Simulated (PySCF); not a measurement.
# nitric acid: calculation against experiment

**What was measured.**

From NIST CCCBDB Release 22 (SRD 101), experimental dipoles, for the gas: dipole moment (microwave Stark effect) 2.17 D.

How close the calculation comes is told at the end.

Species: nitric acid, HNO₃.
Numbering: `[O:1]=[N+:2]([O-:3])[OH:4]` (hydrogens: H5 on O4)

Geometry (PBE0-D3(BJ)/def2-TZVP, Å), atoms numbered from 1 in this order:
```xyz
5
HNO3 angstrom
O      0.0379    0.7635   -1.0289
N     -0.0306   -0.2422   -0.3769
O     -0.1499   -1.3703   -0.7213
O      0.0397   -0.0728    0.9968
H      0.1346    0.8874    1.0960
```

Runs made with PySCF (gas phase, on this PBE0-D3(BJ)/def2-TZVP geometry; no spin–orbit coupling):

```json
{"level": "PBE0-D3(BJ)/def2-TZVP, grid level 2", "job": "geometry optimisation from a GFN2-xTB start shaken at random", "basis functions": "130", "wall time": "34 s"}
{"level": "B97-2/pcSseg-2", "job": "shieldings", "basis functions": "158", "wall time": "5.7 s"}
{"level": "KT3/pcSseg-2", "job": "shieldings", "basis functions": "158", "wall time": "10 s"}
{"level": "PBE0/pcSseg-2", "job": "shieldings, charges and field gradients, density and orbital grids written", "basis functions": "158", "wall time": "9.5 s"}
{"level": "wB97X-D/pcSseg-2", "job": "shieldings", "basis functions": "158", "wall time": "7.8 s"}
{"level": "CAM-B3LYP/aug-cc-pVTZ", "job": "10 singlets by full TDDFT, 4 Tamm–Dancoff triplets, polarisability", "basis functions": "207", "wall time": "15 s"}
{"level": "PBE0/aug-cc-pVTZ", "job": "10 singlets by full TDDFT, 4 Tamm–Dancoff triplets, polarisability, dynamic polarisability, density and orbital grids written", "basis functions": "207", "wall time": "15 s"}
{"level": "wB97X-D/aug-cc-pVTZ", "job": "10 singlets by full TDDFT, 4 Tamm–Dancoff triplets, polarisability, ΔSCF ions", "basis functions": "207", "wall time": "63 s"}
```

Hardware: Arm Neoverse V1, one thread, shared host.

## Comparison

**Dipole moment.** Measured: 2.17 D (NIST CCCBDB Release 22 (SRD 101), experimental dipoles).

```json
{"level": "PBE0-D3(BJ)/def2-TZVP", "computed (D)": "2.42", "computed − measured (D)": "+0.25", "% (from the printed values)": "+12"}
{"level": "B97-2/pcSseg-2", "computed (D)": "2.40", "computed − measured (D)": "+0.23", "% (from the printed values)": "+11"}
{"level": "KT3/pcSseg-2", "computed (D)": "2.28", "computed − measured (D)": "+0.11", "% (from the printed values)": "+5"}
{"level": "PBE0/pcSseg-2", "computed (D)": "2.42", "computed − measured (D)": "+0.25", "% (from the printed values)": "+12"}
{"level": "wB97X-D/pcSseg-2", "computed (D)": "2.44", "computed − measured (D)": "+0.27", "% (from the printed values)": "+12"}
{"level": "CAM-B3LYP/aug-cc-pVTZ", "computed (D)": "2.38", "computed − measured (D)": "+0.21", "% (from the printed values)": "+10"}
{"level": "PBE0/aug-cc-pVTZ", "computed (D)": "2.35", "computed − measured (D)": "+0.18", "% (from the printed values)": "+8"}
{"level": "wB97X-D/aug-cc-pVTZ", "computed (D)": "2.36", "computed − measured (D)": "+0.19", "% (from the printed values)": "+9"}
```

Closest is KT3/pcSseg-2 (+0.11 D), furthest wB97X-D/pcSseg-2 (+0.27 D); one molecule doesn't rank methods. All 8 levels lie above the measurement. The computed dipoles belong to one fixed geometry; measured ones are averaged over vibrations unless marked μe. Magnitudes are compared, not signs.

No measured geometry was used, and the causes of the misses weren't examined.
